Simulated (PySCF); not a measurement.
# UB3LYP/aug-cc-pVDZ (density fitting with cc-pvdz-jkfit) run of AlNH3O (SMILES [NH2][Al][OH])

Aim: the vertical doublet–quartet gap of AlNH3O at UB3LYP/aug-cc-pVDZ (density fitting with cc-pvdz-jkfit), from 2 runs. The job is set up through a Python script.

The results are computed with PySCF 2.14.0.

2 further runs of the same task are left out: 2 set aside as unsound or not needed.

## 1. The system as given

AlNH3O: 6 atoms, total charge 0, spin state doublet. As SMILES, `[NH2][Al][OH]`. The coordinates come from a PBE0-D4/def2-TZVP relaxation. This is one conformer, not always the lowest.

Bond lengths: N1–Al2 1.769 Å, Al2–O3 1.705 Å, N1–H4 1.009 Å, N1–H5 1.006 Å, O3–H6 0.956 Å. Angles: N1–Al2–O3 116.1°, Al2–N1–H4 124.1°, Al2–N1–H5 125.0°, Al2–O3–H6 122.8°, H4–N1–H5 110.9°.

## 2. A single-point energy at UB3LYP/aug-cc-pVDZ (density fitting with cc-pvdz-jkfit)

The input, run.py:

```python
from pyscf import gto, dft

mol = gto.M(
    atom=[
    ('N', (-0.923900, 0.240200, -0.760800)),
    ('Al', (0.595200, 0.601300, 0.070700)),
    ('O', (1.194100, -0.618500, 1.101200)),
    ('H', (-1.434300, -0.623600, -0.657200)),
    ('H', (-1.394700, 0.861600, -1.396800)),
    ('H', (2.005700, -0.525100, 1.596800)),
],
    max_memory=1860,
    verbose=4,
    spin=1,
    charge=0,
    basis='aug-cc-pvdz',
)

mf = dft.UKS(mol, xc='b3lyp')
mf = mf.density_fit(auxbasis='cc-pvdz-jkfit')
mf.grids.level = 4
mf.conv_tol = 1e-10
mf.kernel()
if not mf.converged:
    mf = mf.newton().run(mf.mo_coeff, mf.mo_occ)

e_final = mf.e_tot
print('E(%s) = %.9f' % ('B3LYP', e_final))
```

Command:

```
$ OMP_NUM_THREADS=1 python run.py
```

The program printed:

```text
PySCF version 2.14.0

[INPUT] num. atoms = 6
[INPUT] num. electrons = 31
[INPUT] charge = 0
[INPUT] spin (= nelec alpha-beta = 2S) = 1
[INPUT] symmetry False subgroup None
[INPUT] Mole.unit = angstrom
[INPUT] Symbol           X                Y                Z      unit          X                Y                Z       unit  Magmom
[INPUT]  1 N     -0.923900000000   0.240200000000  -0.760800000000 AA   -1.745917966486   0.453912215121  -1.437703635569 Bohr   0.0
[INPUT]  2 Al     0.595200000000   0.601300000000   0.070700000000 AA    1.124764989341   1.136292318701   0.133603637007 Bohr   0.0
[INPUT]  3 O      1.194100000000  -0.618500000000   1.101200000000 AA    2.256521965343  -1.168795608043   2.080966408371 Bohr   0.0
[INPUT]  4 H     -1.434300000000  -0.623600000000  -0.657200000000 AA   -2.710434180464  -1.178433211279  -1.241928009064 Bohr   0.0
[INPUT]  5 H     -1.394700000000   0.861600000000  -1.396800000000 AA   -2.635601025931   1.628188028925  -2.639569450792 Bohr   0.0
[INPUT]  6 H      2.005700000000  -0.525100000000   1.596800000000 AA    3.790223688040  -0.992295188009   3.017514675705 Bohr   0.0

nuclear repulsion = 93.7312134785978
number of shells = 39
number of NR pGTOs = 153
number of NR cGTOs = 100
basis = aug-cc-pvdz
ecp = {}

******** <class 'pyscf.df.df_jk.DFUKS'> ********
method = DFUKS
initial guess = minao
damping factor = 0
level_shift factor = 0
DIIS = <class 'pyscf.scf.diis.CDIIS'>
diis_start_cycle = 1
diis_space = 8
diis_damp = 0
SCF conv_tol = 1e-10
SCF conv_tol_grad = None
SCF max_cycles = 50
direct_scf = False
number electrons alpha = 16  beta = 15
XC library pyscf.dft.libxc version 7.0.0
    S. Lehtola, C. Steigemann, M. J.T. Oliveira, and M. A.L. Marques.,  SoftwareX 7, 1–5 (2018)
XC functionals = b3lyp
    P. J. Stephens, F. J. Devlin, C. F. Chabalowski, and M. J. Frisch.,  J. Phys. Chem. 98, 11623 (1994)
radial grids:
    Treutler-Ahlrichs [JCP 102, 346 (1995); DOI:10.1063/1.469408] (M4) radial grids

becke partition: Becke, JCP 88, 2547 (1988); DOI:10.1063/1.454033
pruning grids: <function nwchem_prune>
grids dens level: 4
symmetrized grids: False
atomic radii adjust function: <function treutler_atomic_radii_adjust>
small_rho_cutoff = 0
Set gradient conv threshold to 1e-05
tot grids = 131952
******** <class 'pyscf.df.df.DF'> ********
auxbasis = cc-pvdz-jkfit
init E= -374.381469571134
[... the frontier-level lines of each cycle are left out ...]


cycle= 1 E= -374.107233770638  delta_E= 0.274  |g|= 0.673  |ddm|= 1.93
cycle= 2 E= -373.274234745784  delta_E= 0.833  |g|=  1.5  |ddm|= 1.63
cycle= 3 E= -374.287734276078  delta_E= -1.01  |g|= 0.158  |ddm|= 1.09
cycle= 4 E= -374.293741727136  delta_E= -0.00601  |g|= 0.117  |ddm|= 0.232
cycle= 5 E= -374.299677611742  delta_E= -0.00594  |g|= 0.01  |ddm|= 0.0999
cycle= 6 E= -374.299741717904  delta_E= -6.41e-05  |g|= 0.00252  |ddm|= 0.0146
cycle= 7 E= -374.299746354724  delta_E= -4.64e-06  |g|= 0.000405  |ddm|= 0.005
cycle= 8 E= -374.299746538667  delta_E= -1.84e-07  |g|= 0.000142  |ddm|= 0.0011
cycle= 9 E= -374.29974655323  delta_E= -1.46e-08  |g|= 3e-05  |ddm|= 0.000228
cycle= 10 E= -374.299746554047  delta_E= -8.17e-10  |g|= 7.13e-06  |ddm|= 7.59e-05
cycle= 11 E= -374.29974655408  delta_E= -3.3e-11  |g|= 2.06e-06  |ddm|= 1.2e-05
Extra cycle  E= -374.299746554084  delta_E= -4.21e-12  |g|= 2.33e-06  |ddm|= 5.56e-06
converged SCF energy = -374.299746554084  <S^2> = 0.75155602  2S+1 = 2.0015554
E(B3LYP) = -374.299746554
```

It took 29 s on 1 thread of Arm Neoverse V1, shared host; peak memory 0.43 GiB.

## 3. The quartet at the same level

The input, input.py:

```python
from pyscf import gto, dft

system = gto.M(
    atom='''
N     -0.923900     0.240200    -0.760800
Al     0.595200     0.601300     0.070700
O      1.194100    -0.618500     1.101200
H     -1.434300    -0.623600    -0.657200
H     -1.394700     0.861600    -1.396800
H      2.005700    -0.525100     1.596800
''',
    basis='aug-cc-pvdz',
    spin=3,
    charge=0,
    max_memory=1860,
    verbose=3,
)

myscf = dft.UKS(system)
myscf.xc = 'b3lyp'
myscf = myscf.density_fit(auxbasis='cc-pvdz-jkfit')
myscf.conv_tol = 1e-10
myscf.grids.level = 4
myscf.kernel()
if not myscf.converged:
    myscf = myscf.newton().run(myscf.mo_coeff, myscf.mo_occ)

e_tot = myscf.e_tot
print('E(%s) = %.9f' % ('B3LYP', e_tot))
```

Command:

```
$ OMP_NUM_THREADS=1 python input.py
```

The program printed:

```text
WARN: HOMO -0.0412976423093232 >= LUMO -0.328901588843032

WARN: HOMO -0.0646529733004373 >= LUMO -0.0878918928244198

WARN: HOMO -0.08581907939022 >= LUMO -0.235540151578965

WARN: HOMO -0.0881636187746526 >= LUMO -0.292882986247298

WARN: HOMO -0.0836582890252093 >= LUMO -0.258584253488261

WARN: HOMO -0.08371406475342 >= LUMO -0.250359914415356

WARN: HOMO -0.083913092962014 >= LUMO -0.24890245735439

WARN: HOMO -0.0837281412337694 >= LUMO -0.248689873860928

WARN: HOMO -0.08383183616152 >= LUMO -0.24890603493228

WARN: HOMO -0.0838041416044404 >= LUMO -0.249073337994018

WARN: HOMO -0.0838303764047685 >= LUMO -0.249053497380712

WARN: HOMO -0.08383059680772 >= LUMO -0.249070318906387

WARN: HOMO -0.0838320887891046 >= LUMO -0.249075377168438

WARN: HOMO -0.0838319405808625 >= LUMO -0.249075667782859

WARN: HOMO -0.0838317496880263 >= LUMO -0.249074535860884

converged SCF energy = -374.098754181833  <S^2> = 3.7556659  2S+1 = 4.002832
E(B3LYP) = -374.098754182
```

It took 35 s on 1 thread of Arm Neoverse V1, shared host; peak memory 0.43 GiB.

## 4. Outcome

At UB3LYP/aug-cc-pVDZ (density fitting with cc-pvdz-jkfit):

| quantity | value |
| --- | --- |
| doublet: total energy | -374.29975 Eh |
| doublet: dipole moment | 0.87 D |
| doublet: HOMO energy (highest over α and β) | -5.53 eV |
| doublet: LUMO energy (lowest over α and β) | -2.69 eV |
| doublet: ⟨S²⟩ | 0.752 |
| quartet: total energy | -374.09875 Eh |
| quartet: dipole moment | 4.28 D |
| quartet: HOMO energy (highest over α and β) | -2.28 eV |
| quartet: ⟨S²⟩ | 3.756 |
| vertical energy of the quartet above the doublet | 5.469 eV |

**Reading.** At this shape the quartet lies 5.47 eV (126 kcal/mol) above the doublet.
